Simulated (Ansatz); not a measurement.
**fcc Pb**

Method: r²SCAN (Ansatz, a quantum-chemistry and plane-wave program, plane waves, PAW).

Numerical settings: plane-wave cutoff 600 eV, 16×16×16 k mesh, Fermi–Dirac smearing 0.1 eV, finite displacements, force constants from a 4×4×4 q mesh, scalar-relativistic PAW data made under PBE.

Cell: relaxed at this level.

```json
{
  "zero_point_energy": "0.008 eV/atom"
}
```

Spin–orbit coupling is not included; it can shift volumes and moduli of such heavy elements.

It cost about 27 core-minutes (a rough figure) of CPU time.
